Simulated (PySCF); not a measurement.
Gas-phase reaction: 2 (CH₃)₃SiF + 3 CH₄ = 2 (CH₃)₂SiH₂ + 2 C₂H₆ + CH₂F₂

Computed with PySCF and rigid-rotor harmonic-oscillator thermochemistry at 1 bar. † marks an energy on the PBE0/def2-TZVP geometry and frequencies; other levels use their own. MP2 and CCSD(T) freeze the core. 6-31G* has spherical d functions here. All species are closed-shell singlets. MP2 isn't extrapolated to the basis-set limit. CCSD(T) isn't extrapolated to the basis-set limit.

```csv
level,"ΔH°(298 K), kJ"
CCSD(T)/def2-SVP†,478
HF/6-31G*,(withheld)
M06-2X/def2-TZVP†,(withheld)
MP2/def2-SVP†,506
PBE/def2-TZVP†,(withheld)
PBE0/def2-SVP†,476
r2SCAN/def2-TZVP†,555
ωB97M-V/def2-TZVP†,(withheld)
```

Q: Fill in the missing entries.

A: 
- HF/6-31G*, ΔH°(298 K), kJ: 513
- M06-2X/def2-TZVP†, ΔH°(298 K), kJ: 554
- PBE/def2-TZVP†, ΔH°(298 K), kJ: 516
- ωB97M-V/def2-TZVP†, ΔH°(298 K), kJ: 552
